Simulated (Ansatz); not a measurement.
Input file:

```yaml
crystal:
  periodic: [false, false, false]
  atoms:
    - {symbol: Al, position_ang: [0.000000, 0.000000, 0.000000]}
    - {symbol: O, position_ang: [0.000000, 0.000000, 1.747000]}
basis:
  gaussian: {orbitals: 6-31G}
magnetization: {spin_polarized: false, initial_magnetization: 1}
correlation: {method: ccsdtq, electrons: outside_noble_gas}
```

```sh
$ ansatz run in.yaml --threads 1 --pin off --events-out ev --progress --plain --max-ram 2393MiB
```

Log:

```
392 factors; integrals over basis functions are off by at most 8.7e-8 eV
mean field evaluation 1: about -8609.6740 eV, gradient 4.9e1 eV
mean field evaluation 2: about -8609.7135 eV, gradient 4.9e1 eV
mean field evaluation 4: about -8616.5334 eV, gradient 4.4e0 eV
mean field evaluation 8: about -8616.5743 eV, gradient 4.6e0 eV
mean field evaluation 16: about -8617.5280 eV, gradient 1.9e-3 eV
mean field evaluation 32: about -8618.0669 eV, gradient 2.5e-4 eV
mean field evaluation 64: about -8617.1544 eV, gradient 3.4e0 eV
mean field evaluation 96: about -8612.3568 eV, gradient 7.9e-5 eV
mean field evaluation 128: about -8618.0669 eV, gradient 8.3e-7 eV
mean field evaluation 160: about -8614.9905 eV, gradient 1.8e1 eV
...
cycle  20  -4.77267070 eV  change    4.5e-6 eV  update   6.0e-5
cycle  21  -4.77268980 eV  change   -1.9e-5 eV  update   2.6e-5
cycle  22  -4.77272736 eV  change   -3.8e-5 eV  update   2.6e-5
cycle  23  -4.77273579 eV  change   -8.4e-6 eV  update   1.5e-5
cycle  24  -4.77273728 eV  change   -1.5e-6 eV  update   7.8e-6
cycle  25  -4.77273742 eV  change   -1.4e-7 eV  update   4.4e-6
cycle  26  -4.77273603 eV  change    1.4e-6 eV  update   2.2e-6
cycle  27  -4.77273371 eV  change    2.3e-6 eV  update   1.5e-6
cycle  28  -4.77273102 eV  change    2.7e-6 eV  update   1.3e-6
cycle  29  -4.77273073 eV  change    2.8e-7 eV  update   6.8e-7
Total energy: -8622.30071358 eV, -316.8637068188 hartree
```

For the same geometry and basis full CI lies 2.4 meV higher.

Ran on 1 thread of Arm Neoverse V1, shared host: 38 s wall, 0.3 GiB peak host memory.
